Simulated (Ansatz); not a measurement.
hcp Zr was calculated with r²SCAN-D4 (PAW; Ansatz, a first-principles code).

Settings: plane-wave cutoff 560 eV, 18×18×12 k mesh (along the axes of the cell as run), Fermi–Dirac smearing 0.05 eV, scalar-relativistic PAW data made under PBE.

Computed at the level's own relaxed cell.

Problem. Estimate the equilibrium lattice constant a, pressure derivative B′ of the bulk modulus and equilibrium volume per atom that the calculation returns.

Solution. 
- equilibrium lattice constant a: 3.240 Å
- pressure derivative B′ of the bulk modulus: 3.1
- equilibrium volume per atom: 23.40 Å³/atom

The run finds no gap.

Measured, for comparison: lattice constant a 3.232 Å (293 K, no zero-point or thermal correction; as tabulated in Wikipedia's data pages). Computed (rounded) less measured: lattice constant a +0.2 %.

Note: the bulk modulus comes from volumes at which shape and atoms were relaxed.

Static lattice: no zero-point or thermal effects.

Computing time: about 8 core-minutes (a rough figure).
